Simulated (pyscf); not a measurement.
`[NH2][SiH2][NH][SiH2][NH2]` + `[FH]` -> `[NH2][SiH2][NH][SiH2][NH2]` + `[FH]` (multi-bond step; singlet surface; H–N, H–N, F–H broken, H–N, H–N, F–H formed). Single points on ωB97X-D3(BJ)/def2-SVP structures (PySCF, gas phase). Energies in kcal/mol from the separated reactants.

```json
[
 {"level": "PBE/def2-TZVP", "barrier": "[?]", "reaction energy": "0.0"},
 {"level": "B3LYP-D3(BJ)/def2-TZVP", "barrier": "9.3", "reaction energy": "0.0"},
 {"level": "PBE0-D3(BJ)/def2-TZVP", "barrier": "8.0", "reaction energy": "0.0"},
 {"level": "M06-2X/def2-TZVP", "barrier": "13.1", "reaction energy": "0.0"},
 {"level": "ωB97M-D3(BJ)/def2-TZVP", "barrier": "[?]", "reaction energy": "0.0"},
 {"level": "HF/def2-TZVP", "barrier": "35.6", "reaction energy": "0.0"}
]
```

**Question.** Some entries are withheld; supply them.

**Answer.** 
- PBE/def2-TZVP, barrier: 4.5
- ωB97M-D3(BJ)/def2-TZVP, barrier: 13.0

The functionals in the table span 8.6 kcal/mol in this barrier, from PBE to M06-2X. On the reactant side the descent ends in a bound adduct, 14.6 kcal/mol under the separated species and 27.0 kcal/mol under the saddle at ωB97X-D3(BJ)/def2-TZVP. On the product side the descent ends in a bound adduct, 14.7 kcal/mol under the separated species and 27.1 kcal/mol under the saddle at ωB97X-D3(BJ)/def2-TZVP. One saddle was located; it need not be the lowest between these sides.
